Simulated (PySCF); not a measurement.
Compound: formyl fluoride, CHFO.
Bonds: O1–C2 (double), C2–F3. Hydrogens: H4 on C2.

Level of theory: PBE0-D3(BJ)/def2-SVP geometry optimisation, gas phase in PySCF 2.14.0.

Question: List the bond lengths and angles at this level.

Answer: 
| bond | length (bohr) | order |
| --- | --- | --- |
| O1=C2 | 2.225 | double |
| C2–F3 | 2.511 | single |
| C2–H4 | 2.094 | single |

Orders are formal, as drawn. A selection of angles:
| angle | degrees |
| --- | --- |
| O1–C2–F3 | 123.2 |
| O1–C2–H4 | 127.2 |
| F3–C2–H4 | 109.5 |

Point group: Cs (tolerance 0.08 Å). No PBE0-D3(BJ)/def2-SVP frequencies stand behind this structure, so it isn't proved a minimum.

On an Arm Neoverse V2 with one thread, shared host with 96 logical CPUs at a one-minute load of 50, this took 2.9 s wall and 0.25 GiB of memory at its peak. These figures are those of the optimisation.

***

Species: CH₂BrF.
Bonds: F1–C2, C2–Br3. Hydrogens: H4, H5 on C2.

Level of theory: PBE0-D3(BJ)/def2-SVP geometry optimisation, gas phase (PySCF).

Q: List the bond lengths and angles at this level.

A: 
```csv
bond,length (pm)
F1–C2,134.1
C2–Br3,193.9
"C2–H4, C2–H5",109.9
```

Bonds in one row agree within 1 pm and their mean is given. A selection of angles:
```csv
angle,degrees
F1–C2–Br3,111.2
F1–C2–H4,110.4
Br3–C2–H4,106.5
H4–C2–H5,111.7
```

Point group: Cs (every atom within 0.08 Å of its image). Stationary, but not proved a minimum.

Hardware: one thread of an Arm Neoverse N1, no GPU, shared host. Cost: 11 s wall, 0.29 GiB resident at most. This is the geometry optimisation.

***

Compound: PS4 (charge -3).
Numbering: `[S:1]=[P:2]([S-:3])([S-:4])[S-:5]`

Computed geometry: GFN2-xTB, gas phase.

(1) What internal coordinates does the optimisation give?

Answers

(1) 
```
                  bond  length (Å)          order
S1=P2 and 3 like bonds       2.054  double/single
```

Bonds in one row agree within 0.01 Å and their mean is given. Orders are formal, as drawn. A selection of angles:
```
   angle  degrees
S1–P2–S3    109.5
```

All 4 P–S bonds measure 2.054 Å. P2 (phosphorus bonded to 4 S) is tetrahedral (angles from 109.4° to 109.5°).

Point group: Td (every atom within 0.08 Å of its image). Stationary, but not proved a minimum. Whether so highly charged an anion holds all its electrons in the gas phase wasn't checked; a finite basis holds them in any case. The ion is multiply charged and computed without counter-ions or solvent.

***

Germyl cyanide, CH3GeN.
Bonds: N1–C2 (triple), C2–Ge3. Hydrogens: H4, H5, H6 on Ge3.

The calculation used PBE0-D3(BJ)/def2-SVP geometry optimisation, gas phase (PySCF).

(1) List the bond lengths and angles at this level.

Results:

(1) 
```tsv
bond	length (Å)	order
N1≡C2	1.159	triple
C2–Ge3	1.925	single
Ge3–H4, Ge3–H5, Ge3–H6	1.531	single
```

Bonds in one row agree within 0.01 Å and their mean is given. Orders are formal, as drawn. A selection of angles:
```tsv
angle	degrees
N1–C2–Ge3	179.9
C2–Ge3–H4	107.1
H4–Ge3–H5	111.8
```

Ge3 (germanium bonded to C and 3 H) is tetrahedral (angles from 107.0° to 111.8°).

Point group: C3v (tolerance 0.08 Å). Stationary, but not proved a minimum.

The run took 19 s of wall time on one thread, Arm Neoverse N1 (aarch64) (shared host), and the process peaked at 0.32 GiB of memory. These figures are those of the optimisation.
